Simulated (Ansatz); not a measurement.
**C₂H₄N+ (SMILES C=N[CH2+]): one structure at several levels**

One table from this session's results is given with a row withheld; the runs are named, their logs left out.

The runs use Ansatz 0.2.0, Gaussian basis; single points in def2-TZVPP.

Correlated methods freeze the cores.

## Where the work starts

7 atoms, charge 1, spin multiplicity 1.

Atoms are counted from 1 here; the program's logs count them from 0.

Bond lengths: C1–N2 1.398 Å, C1–H4 0.929 Å, C1–H5 1.192 Å, N2–C3 1.251 Å, C3–H6 1.117 Å, C3–H7 1.005 Å. Angles: N2–C1–H4 110.1°, N2–C1–H5 116.4°, H4–C1–H5 131.3°, C1–N2–C3 168.2°, N2–C3–H6 114.3°, N2–C3–H7 120.2°, H6–C3–H7 124.3°.

Geometry (Å):

```xyz
7
C2H4N
C    -1.0711   -0.2429   -0.7454
N     0.0778    0.0251    0.0053
C     0.9777    0.1470    0.8655
H    -1.8160    0.1260   -0.3304
H    -0.8971   -0.6138   -1.8649
H     1.4834    1.1431    0.8633
H     1.3205   -0.6606    1.3553
```

The first run:

File run/in.yaml:

```yaml
crystal:
  periodic: [false, false, false]
  atoms:
    - {symbol: C, position_ang: [-1.071100, -0.242900, -0.745400]}
    - {symbol: N, position_ang: [0.077800, 0.025100, 0.005300]}
    - {symbol: C, position_ang: [0.977700, 0.147000, 0.865500]}
    - {symbol: H, position_ang: [-1.816000, 0.126000, -0.330400]}
    - {symbol: H, position_ang: [-0.897100, -0.613800, -1.864900]}
    - {symbol: H, position_ang: [1.483400, 1.143100, 0.863300]}
    - {symbol: H, position_ang: [1.320500, -0.660600, 1.355300]}
basis:
  gaussian: {orbitals: def2-TZVPP}
total_charge: 1
correlation: {method: ccsd_t}
output: {forces: true}
```

The command line of these runs was not kept.

Steps of the session up to this table: CCSD(T)/def2-TZVPP; PBE0-D4/def2-TZVPP; wB97M-V/def2-TZVPP; r2SCAN-D4/def2-TZVPP; PBE-D4/def2-TZVPP; r2SCAN0-D4/def2-TZVPP; BHLYP-D4/def2-TZVPP.

One of the session's tables, all rows but one given; the rest of the session is left out.

```
    method  RMS force component (eV/Å)  angle to CCSD(T) forces (°)
   CCSD(T)                       4.040                    reference
   PBE0-D4                       4.226                          4.9
   wB97M-V                       4.168                          3.8
 r2SCAN-D4                       4.126                          4.1
    PBE-D4                       4.116                          3.5
r2SCAN0-D4                           ?                            ?
  BHLYP-D4                       4.238                          6.5
```

**Question.** Estimate the row for r2SCAN0-D4.

**Answer.** RMS force component (eV/Å): 4.222; angle to CCSD(T) forces (°): 5.6. In the column «RMS force component (eV/Å)» it lies between wB97M-V (4.168) and PBE0-D4 (4.226).
